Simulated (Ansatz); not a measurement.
**AlCCl, triplet in cc-pVDZ: errors against UCCSDT(Q)**

Geometry: a PBE0/def2-TZVP stationary point for this spin, not checked as a minimum.

```tsv
atom	x (Å)	y (Å)	z (Å)
Al	0.0000	0.0000	1.8452
C	0.0000	0.0000	-0.0999
Cl	0.0000	0.0000	-1.7453
```

Basis cc-pVDZ; Ansatz 0.2.0. Correlated methods freeze the noble-gas cores, which leaves 14 electrons in 39 orbitals. Prefix R: restricted or restricted open-shell reference; prefix U: unrestricted. Active spaces: valence = (12e, 11o, short of the full valence) chosen from the atoms' valence shells.

Full CI isn't at hand for all of this; UCCSDT(Q) serves as the reference, and is uncertain by about the last step of the cluster series. The frozen core follows each run's orbitals, which can shift R against U totals by a few meV.

For open shells CISD is restricted-active-space CI with the open shells as a complete middle space.

* UHF ⟨S²⟩: 2.036
* T1 diagnostic (RCCSD): 0.0291
* largest doubles amplitude (RCCSD): 0.089
* T1 diagnostic (UCCSD): 0.0260

| level | E − E(UCCSDT(Q)) (mEh) | share of correlation (%) | wall time |
| --- | --- | --- | --- |
| RHF | 322.33 | 0.00 | – |
| UHF | 313.43 | 2.76 | – |
| RMP2 | 48.66 | 84.90 | – |
| UMP2 | 49.99 | 84.49 | – |
| CISD | 44.93 | 86.06 | 11 s |
| RCCSD | 11.87 | 96.32 | – |
| UCCSD | 11.68 | 96.38 | – |
| RCCSD(T) | 2.17 | 99.33 | 9 s |
| UCCSD(T) | 2.24 | 99.30 | 8.5 s |
| BCCD(T) | 2.04 | 99.37 | 5.5 s |
| RCCSDT | 0.83 | 99.74 | – |
| UCCSDT | 0.80 | 99.75 | – |
| RCCSDT(Q) | 0.12 | 99.96 | 53 s |
| CASSCF (valence space) | 240.85 | 25.28 | – |
| NEVPT2 (valence space) | 45.54 | 85.87 | 18 s |
| MRCISD (valence space) | 23.00 | 92.87 | – |
| MRCISD+Q (valence space) | 2.79 | 99.13 | 26 s |

The correlation energy at UCCSDT(Q), counted from RHF, is -8.771 eV. That run took 45 s on 1 thread of Arm Neoverse V1, shared host.

Times hold each run's SCF and search for its determinant on a shared host, so for small cases they say little of a method's own cost; they ran on 1 thread of Arm Neoverse V1.

Natural occupations of CASSCF (valence space) about the gap: 1.976 1.971 1.899 1.003 1.003 0.053 0.053 0.037 0.020; effectively unpaired electrons, Σ n²(2−n)², 2.07.

Atomization energy (electronic, same basis, no zero-point term; atoms at the same level, unrestricted beside the R rows where the molecule is a closed shell, with restricted open-shell steps beyond CCSDT(Q)) at UCCSDT(Q): 604.6 kJ/mol. Errors of other levels:

```
    level  error (kJ/mol)
      RHF          -158.8
      UHF          -165.6
     RMP2            24.9
     UMP2            21.7
     CISD           -95.8
    RCCSD           -20.3
    UCCSD           -20.7
 RCCSD(T)            -2.8
 UCCSD(T)            -3.2
  BCCD(T)            -2.4
   RCCSDT            -1.6
   UCCSDT            -1.7
RCCSDT(Q)            -0.2
```

This basis is far from its limit, so the value isn't to be set against a measured one. Truncated CI isn't size-consistent, which counts against it in atomization.
